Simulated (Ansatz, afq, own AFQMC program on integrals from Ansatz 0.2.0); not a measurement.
**SiGeH, quartet in cc-pVDZ, levels against CCSDT(Q)**

```xyz
3

Si    0.0000    0.0406    1.7372
Ge    0.0000   -0.0362   -0.6556
H     0.0000    1.4755   -1.1562
```

Connectivity, by distances: Si–GeH.

Basis cc-pVDZ. Only valence electrons are correlated. Ansatz 0.2.0 and our own AFQMC program on the same integrals; the CISD trial comes from CCSD amplitudes, and released means the phaseless constraint is let go. ± is one standard error of the sampling. No spin–orbit coupling.

Determinant: UHF, the one that the program's search chose, which needn't be the lowest solution. The geometry is a point of a scan.

No full CI on the walks' own integrals is used here; CCSDT(Q) serves as the reference and is uncertain by about the last step of the cluster series.

Cautions: no relativity below Rb; no spin-orbit coupling; inner d shell frozen; lower spins were not checked.

* T1 diagnostic: 0.0304
* weight of the determinant in the CISD state: 0.854
* ⟨S²⟩ of the determinant: 3.773
* size of the correlated space: 9 electrons in 31 orbitals

```
  level  correlation energy (eV)
    MP2                  -3.5273
   CCSD                  -4.4860
CCSD(T)                  -4.6697
```

Question: Estimate where phaseless AFQMC with the Hartree–Fock trial lies against CCSD(T) on the same integrals.

Answer: 1.23 ± 1.43 mEh above CCSD(T). The gap is under twice the noise, so this walk alone can't tell the two apart.

Reference: CCSDT(Q), correlation energy -4.730 eV. The released energy is read at 2.40 1/Eh (meV from the phaseless value at times in 1/Eh: -2 ± 13 at 0.24, -17 ± 13 at 0.51, -31 ± 10 at 0.99, -24 ± 8 at 1.62, -39 ± 13 at 2.40).

```csv
level,E − E(reference) (mEh),share of correlation (%)
CCSD(T),2.21,98.73
CCSDT,0.48,99.72
ph-AFQMC/HF,3.44 ± 1.43,98.02
ph-AFQMC/CISD,1.47 ± 0.44,99.15
released AFQMC,0.05 ± 0.48,99.97
```

A walk keeps the symmetry of its determinant, which the program's search chose and which needn't be the lowest solution, so a lower state of the same spin and another symmetry isn't excluded. Released energies are given only where the last usable release times agree within the noise; a slower fall can still hide under it.
